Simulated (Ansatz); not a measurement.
Scandium, hcp: convergence with cold smearing

Computed with Ansatz, LDA, scalar-relativistic PAW, on the relaxed cell (a = 3.227 Å, c = 5.009 Å (c/a = 1.552); spin not included). Errors count from a run at 420 eV on a Γ-centred 18×18×10 mesh with Fermi-Dirac smearing of 0.1 eV, extrapolated to zero width. Fixed here: cutoff 420 eV, mesh 11×11×6. The SCF starts from atomic densities corrected by a trained network.

```csv
width (eV),E(σ→0) error (meV/atom),F error (meV/atom),P (GPa),SCF iterations
0.03,-0.2,-0.3,-0.25,5
0.1,-0.9,-0.4,-0.29,5
0.2,1.0,0.4,-0.20,5
0.3,1.1,-1.6,-0.20,5
0.6,-2.1,-12.7,-0.07,5
1.0,-3.2,-48.0,0.82,5
```

Problem. What does the run at 0.01 give (width)?

Solution. E(σ→0) error (meV/atom): -0.2; F error (meV/atom): -0.2; P (GPa): -0.24; SCF iterations: 5.
